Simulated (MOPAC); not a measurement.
# C4H11N (diethylamine) at PM6-ORG

What is the vertical ionisation energy of C4H11N (diethylamine) at PM6-ORG? 

The calculation is run with MOPAC 23.2.5.

5 further runs of the same task are left out: 1 that didn't finish, 4 set aside as unsound or not needed.

## 1. The system as given

The species is C4H11N (16 atoms), meant as a singlet with charge 0. As SMILES, `CCNCC`. Geometry: optimised at PM6-ORG. This is one conformer, not always the lowest.

Bond lengths: C1–C2 1.540 Å, C2–N3 1.465 Å, N3–C4 1.472 Å, C4–C5 1.536 Å, C1–H6 1.094 Å, C1–H7 1.095 Å, C1–H8 1.095 Å, C2–H9 1.112 Å, C2–H10 1.112 Å, N3–H11 0.974 Å, C4–H12 1.112 Å, C4–H13 1.113 Å, C5–H14 1.096 Å, C5–H15 1.095 Å, C5–H16 1.095 Å. Some angles: C1–C2–N3 114.3°, C2–N3–C4 113.2°, N3–C4–C5 107.8°, C1–C2–H9 109.2°, C1–C2–H10 108.8°, N3–C2–H9 110.5°, N3–C2–H10 107.9°, C2–C1–H6 110.8°, C2–C1–H7 111.8°, C2–C1–H8 111.3°.

## 2. Vibrational wavenumbers at PM6-ORG

File job.mop:

```
PM6-ORG THERMO(298,398,100) FORCE CHARGE=0 AUX(PRECISION=9) THREADS=1
C4H11N, PM6-ORG

C     -1.715965 1    -0.510658 1    -1.200997 1
C     -0.577264 1    -1.286995 1    -0.514156 1
N      0.074334 1    -0.560580 1     0.578994 1
C      0.854768 1     0.599174 1     0.119112 1
C      1.621068 1     1.157662 1     1.328000 1
H     -2.223776 1    -1.137240 1    -1.940259 1
H     -1.344615 1     0.377352 1    -1.722874 1
H     -2.465853 1    -0.179395 1    -0.475246 1
H      0.169586 1    -1.592996 1    -1.279038 1
H     -0.987956 1    -2.233321 1    -0.098092 1
H     -0.611458 1    -0.251235 1     1.197075 1
H      1.581660 1     0.287246 1    -0.662861 1
H      0.247673 1     1.412437 1    -0.338348 1
H      2.291032 1     0.404220 1     1.758197 1
H      2.228100 1     2.018773 1     1.031046 1
H      0.938738 1     1.481300 1     2.121519 1
```

Started as:

```bash
$ mopac job.mop
```

job.out:

```text
MOPAC v23.2.5
PM6-ORG CALCULATION RESULTS
[...]
           Empirical Formula: C4 H11 N  =    16 atoms
      MOLECULAR POINT GROUP   :   C1
[...]
 DIPOLE           X         Y         Z       TOTAL
 POINT-CHG.    -0.420    -0.069    -0.396     0.582
 HYBRID        -1.016     0.244     0.087     1.048
 SUM           -1.436     0.175    -0.309     1.479
          GRADIENT NORM =   0.04767
[...]
          ZERO POINT ENERGY      85.406 KCAL/MOL
[...]
 FREQUENCY            62.39         C  4 -- C  5         +23.7% (999.0%)      0.0%
[...]
 FREQUENCY           114.30         C  1 -- H  8         +15.1% (382.3%)      6.2%
[...]
 FREQUENCY          2857.25         C  1 -- H  6         +64.9% ( 81.3%)     99.4%
[...]
 FREQUENCY          2859.66         C  5 -- H 14         +29.2% ( 54.3%)     97.3%
[...]
 FREQUENCY          2861.24         C  2 -- H  9         +30.8% ( 55.9%)     97.7%
[...]
 FREQUENCY          2969.87         N  3 -- H 11         +97.8% ( 99.5%)     99.8%
[...]
   TEMP. (K)   PARTITION FUNCTION   H.O.F.    ENTHALPY  HEAT CAPACITY ENTROPY
                                   KCAL/MOL   CAL/MOLE    CAL/K/MOL  CAL/K/MOL
 298.00  VIB.     0.5148D+02                  2692.1853    18.8656    16.8661
         ROT.     0.1049D+06                   888.2803     2.9808    25.9544
         INT.     0.5400D+07                  3580.4657    21.8464    42.8205
         TRA.     0.6047D+27                  1480.4672     4.9680    38.7833
         TOT.                      -18.508    5060.9328    26.8144    81.6037
 298.00  VIB.     0.5148D+02                  2692.1853    18.8656    16.8661
         ROT.     0.1049D+06                   888.2803     2.9808    25.9544
[...]
           FORCE CONSTANT IN CARTESIAN COORDINATES (Millidynes/A)
    ATOM   CHEMICAL       X               Y               Z
   NUMBER   SYMBOL  FORCE CONSTANT  FORCE CONSTANT  FORCE CONSTANT
      1       C        7.270389        7.681951        7.512918
      2       C        7.069097        8.199064        7.911689
      3       N        3.886788        9.050679        8.442515
      4       C        7.441661        7.731253        8.121671
      5       C        7.435896        7.453429        7.658451
      6       H        1.210460        3.632774        0.425405
      7       H        1.299836        0.977812        3.063659
      8       H        1.259053        1.469793        2.560933
      9       H        1.137780        1.978104        2.627101
     10       H        1.120521        1.690406        2.826663
[...]
 * JOB ENDED NORMALLY *
[...]
```

Run time: 0.46 s. Hardware: 1 thread of Arm Neoverse N1, shared host.

## 3. The doublet cation: the energy at PM6-ORG

File c4h11n.mop:

```
PM6-ORG UHF DISP CHARGE=1 1SCF AUX(PRECISION=6) THREADS=1
C4H11N, PM6-ORG

C     -1.715965 1    -0.510658 1    -1.200997 1
C     -0.577264 1    -1.286995 1    -0.514156 1
N      0.074334 1    -0.560580 1     0.578994 1
C      0.854768 1     0.599174 1     0.119112 1
C      1.621068 1     1.157662 1     1.328000 1
H     -2.223776 1    -1.137240 1    -1.940259 1
H     -1.344615 1     0.377352 1    -1.722874 1
H     -2.465853 1    -0.179395 1    -0.475246 1
H      0.169586 1    -1.592996 1    -1.279038 1
H     -0.987956 1    -2.233321 1    -0.098092 1
H     -0.611458 1    -0.251235 1     1.197075 1
H      1.581660 1     0.287246 1    -0.662861 1
H      0.247673 1     1.412437 1    -0.338348 1
H      2.291032 1     0.404220 1     1.758197 1
H      2.228100 1     2.018773 1     1.031046 1
H      0.938738 1     1.481300 1     2.121519 1
```

Started as:

```bash
$ mopac c4h11n.mop
```

c4h11n.out (excerpt; [...] marks lines left out):

```text
MOPAC v23.2.5
PM6-ORG CALCULATION RESULTS
[...]
           Empirical Formula: C4 H11 N  =    16 atoms
      MOLECULAR POINT GROUP   :   C1
[...]
     SCF FIELD WAS ACHIEVED
[...]
                              SUM =        174.32783 KCAL/MOL = FINAL HEAT OF FORMATION
          TOTAL ENERGY            =       -811.80949 EV
          ELECTRONIC ENERGY       =      -3465.90206 EV
          CORE-CORE REPULSION     =       2654.09257 EV
          COSMO AREA              =        129.84 SQUARE ANGSTROMS
          COSMO VOLUME            =        116.62 CUBIC ANGSTROMS
          IONIZATION POTENTIAL    =         17.348731 EV
          ALPHA SOMO LUMO (EV)    =        -17.349 -4.099
          BETA  SOMO LUMO (EV)    =        -17.773 -7.910
          NO. OF ALPHA ELECTRONS  =         16
          NO. OF BETA  ELECTRONS  =         15
          MOLECULAR WEIGHT        =         73.1376         POINT GROUP:  C1
[...]
                             CARTESIAN COORDINATES
   1    C       -1.715965000    -0.510658000    -1.200997000
[...]
              NET ATOMIC CHARGES AND DIPOLE CONTRIBUTIONS
  ATOM NO.   TYPE          CHARGE      No. of ELECS.   s-Pop       p-Pop
    1          C          -0.149282        4.1493     0.98553     3.16375
    2          C          -0.059020        4.0590     1.03316     3.02586
    3          N           0.192558        4.8074     1.60598     3.20146
    4          C          -0.048023        4.0480     1.03190     3.01612
    5          C          -0.170443        4.1704     0.98387     3.18658
    6          H           0.117446        0.8826     0.88255
    7          H           0.079773        0.9202     0.92023
    8          H           0.079301        0.9207     0.92070
    9          H           0.111933        0.8881     0.88807
   10          H           0.113920        0.8861     0.88608
   11          H           0.216180        0.7838     0.78382
   12          H           0.110938        0.8891     0.88906
[...]
 DIPOLE           X         Y         Z       TOTAL
 POINT-CHG.    -0.568    -0.461     0.225     0.766
 HYBRID        -0.146    -0.113     0.307     0.358
 SUM           -0.714    -0.574     0.533     1.060
[...]
                    (S**2)  =    0.758381
[...]
 * JOB ENDED NORMALLY *
[...]
```

It took 0.06 s on 1 thread of Arm Neoverse N1, shared host.

## 4. Outcome

Level: PM6-ORG.

| quantity | value |
| --- | --- |
| run 2, PM6-ORG: heat of formation | -18.5 kcal/mol |
| run 2, PM6-ORG: lowest harmonic wavenumber | 62 cm⁻¹ |
| run 2, PM6-ORG: highest harmonic wavenumber | 2970 cm⁻¹ |
| run 2, PM6-ORG: zero-point energy | 357.3 kJ/mol |
| doublet cation: total energy | -29.83345 Eh |
| doublet cation: HOMO energy (over α and β) | -17.35 eV |
| doublet cation: LUMO energy (over α and β) | -7.91 eV |
| doublet cation: dispersion energy | -110.63 kJ/mol |
| doublet cation: heat of formation | 174.3 kcal/mol |
| doublet cation: ⟨S²⟩ | 0.758 |
| vertical ionisation energy (to the doublet cation) | 8.362 eV |

In words: Removing an electron at fixed nuclei costs 8.36 eV (807 kJ/mol). All 42 modes (run 2, PM6-ORG) are real, so the shape is a minimum at this level.
